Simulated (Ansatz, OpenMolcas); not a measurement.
## C2H8Si (dimethylsilane): the energy, rung by rung

C2H8Si: 11 atoms, total charge 0, spin state singlet. SMILES: `C[SiH2]C`. Geometry: relaxed at PBE0-D4/def2-TZVP.

```xyz
11

C    -1.0502    0.9672   -0.6612
Si   -0.3092   -0.6532   -0.0876
C     1.3466   -0.3923    0.7457
H    -2.0158    0.8069   -1.1461
H    -0.3917    1.4646   -1.3778
H    -1.2049    1.6449    0.1821
H    -0.1399   -1.5642   -1.2561
H    -1.2451   -1.3193    0.8633
H     2.0582    0.0752    0.0604
H     1.7726   -1.3420    1.0774
H     1.2448    0.2552    1.6203
```

Quantity: the energy change with the C1–H6 bond stretched from 1.093 to 1.967 Å, in eV. The values are calculated.

```csv
level,kind,program,value (eV)
HF/def2-SVP (restricted),Hartree–Fock,Ansatz,3.85
SVWN5/def2-SVP (restricted),LDA,OpenMolcas,3.21
PBE/def2-SVP (restricted),GGA,Ansatz,3.17
TPSS/def2-SVP (restricted),meta-GGA,OpenMolcas,3.23
PBE0/def2-SVP (restricted),global hybrid,OpenMolcas,3.47
HSE06/def2-SVP (restricted),range-separated hybrid,Ansatz,3.46
RPA@PBE0/def2-SVP (restricted),RPA,Ansatz,3.39
MP2/def2-SVP (restricted),perturbation theory,OpenMolcas,3.60
CCSD/def2-SVP (restricted),coupled cluster or CI,Ansatz,3.33
```

The first shape isn't each level's own minimum. The values span 3.17 to 3.85 eV.
